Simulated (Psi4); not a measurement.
**Two attempts at CHCl (SMILES [CH]Cl)**

Aim: a single-point energy of CHCl at UCCSD/6-311+G** (DKH2, density fitting).

The results are computed with Psi4 1.11.

2 further runs of the same task are left out: 2 that didn't finish.

**1. The structure to begin with**

CHCl: 3 atoms, total charge 0, spin state triplet. As SMILES, `[CH]Cl`. The coordinates come from a GFN2-xTB relaxation.

Bond lengths: C1–Cl2 1.629 Å, C1–H3 1.069 Å. Angles: Cl2–C1–H3 126.4°.

**2. The input as first written**

Contents of chcl.py:

```python
import psi4

psi4.set_memory('1600 MB')
psi4.set_num_threads(1)
psi4.set_output_file('run.log', False)

geom = psi4.geometry("""
0 3
C     -0.41458701    -0.65367516    -0.29313432
Cl     2.20345846    -0.03845593     1.20332090
H     -1.78887144     0.69213109    -0.91018659
units bohr
""")

psi4.set_options(dict(basis='6-311+G**', reference='uhf', scf_type='df', freeze_core=True, relativistic='dkh', dkh_order=2))

e_tot = psi4.energy("ccsd-")
print('E =', round(e_tot, 9))
```

Started as:

```sh
$ python chcl.py
```

run.log:

```text
Psi4 1.11 release
```

Standard output:

```text
Traceback (most recent call last):
  File "chcl.py", line 17, in <module>
    e_tot = psi4.energy("ccsd-")
psi4.driver.p4util.exceptions.MissingMethodError: Method=ccsd- is not available for any derivative level. Did you mean? ccd ccsd cisd cisdt lccsd
```

Wall time 1.4 s (1 thread of Intel Xeon Platinum 8259CL at 2.50GHz (Skylake/Cascade Lake), shared host); peak memory 0.14 GiB.

**3. Reading the log**

The input was rejected.

The telling line is `psi4.driver.p4util.exceptions.MissingMethodError: Method=ccsd- is not available for any derivative level. Did you mean? ccd ccsd cisd cisdt lccsd`. The fault: the keyword for the method is given a word that it doesn't take. To mend it: method CCSD in place of CCSD-.

**4. Try two**

Contents of calc.py:

```python
import psi4

psi4.set_memory('1600 MB')
psi4.set_num_threads(1)
psi4.core.set_output_file('chcl.out', False)

m = psi4.geometry("""
0 3
C     -0.41458701    -0.65367516    -0.29313432
Cl     2.20345846    -0.03845593     1.20332090
H     -1.78887144     0.69213109    -0.91018659
units bohr
""")

psi4.set_options({
    'basis': '6-311+G**',
    'reference': 'uhf',
    'scf_type': 'df',
    'freeze_core': True,
    'relativistic': 'dkh',
    'dkh_order': 2,
})

e = psi4.energy('ccsd')
print(f'total energy {e:.8f} hartree = {e * 27.211386:.5f} eV')
```

Started as:

```sh
$ python calc.py
```

chcl.out:

```text
[...]
  Running in cs symmetry.
[...]
  Nuclear repulsion =   39.827278832819715
[...]
  Multiplicity = 3
[...]
  Nalpha       = 13
  Nbeta        = 11
[...]
    Number of basis functions: 58
[...]
   @DF-UHF iter   1:  -499.08037225729089   -4.42162e-01   4.52516e-03 DIIS/ADIIS
[...]
   @DF-UHF iter  14:  -499.13301745181354   -2.33058e-12   7.38657e-09 DIIS
[...]
   @S^2 Observed:                2.018153707E+00
[...]
    Orbital Energies [Eh]
    ---------------------
    Alpha Occupied:
       1Ap  -105.176309     2Ap   -11.322375     3Ap   -10.659916
       4Ap    -8.065409     1App   -8.063691     5Ap    -8.061962
       6Ap    -1.206745     7Ap    -0.902877     8Ap    -0.647377
       2App   -0.573016     9Ap    -0.563894    10Ap    -0.420450
       3App   -0.372741
    Alpha Virtual:
      11Ap     0.078833    12Ap     0.084770    13Ap     0.113613
       4App    0.116369    14Ap     0.142665    15Ap     0.151531
       5App    0.154507    16Ap     0.234663    17Ap     0.258171
      18Ap     0.293095    19Ap     0.543556    20Ap     0.563205
[...]
  @DF-UHF Final Energy:  -499.13301745181354
   => Energetics <=
    Nuclear Repulsion Energy =             39.8272788328197151
    One-Electron Energy =                -767.0799785334609169
    Two-Electron Energy =                 228.1196822488276439
    Total Energy =                       -499.1330174518135436
  UHF NO Occupations:
  HONO-2 :    9 Ap 1.9957464
  HONO-1 :    3App 1.0000000
[...]
 Multipole Moments:
 ------------------------------------------------------------------------------------
     Multipole            Electronic (a.u.)      Nuclear  (a.u.)        Total (a.u.)
 ------------------------------------------------------------------------------------
 L = 1.  Multiply by 2.5417464519 to convert [e a0] to [Debye]
 Dipole X            :          1.8861311           -2.2308245           -0.3446934
 Dipole Y            :         -0.1587598            0.3654748            0.2067150
 Dipole Z            :          0.0000000            0.0000000            0.0000000
 Magnitude           :                                                    0.4019261
[...]
      * MP2 total energy                      = -499.365563663079911
[...]
      * CCSD total energy                     = -499.392642100576609
```

The script printed:

```text
total energy -499.39264210 hartree = -13589.16595 eV
```

Wall time 5.4 s (1 thread of Intel Xeon Platinum 8259CL at 2.50GHz (Skylake/Cascade Lake), shared host); peak memory 0.23 GiB.

**5. Results**

At UCCSD/6-311+G** (DKH2, density fitting):

| quantity | value |
| --- | --- |
| total energy | -499.39264 Eh |
| HOMO energy (Hartree–Fock orbitals) (highest over α and β) | -10.14 eV |
| LUMO energy (Hartree–Fock orbitals) (lowest over α and β) | 1.64 eV |
| correlation energy (6 core orbitals frozen) | -259.6 mEh |
| ⟨S²⟩ of the reference determinant | 2.018 |
| T1 diagnostic | 0.029 |
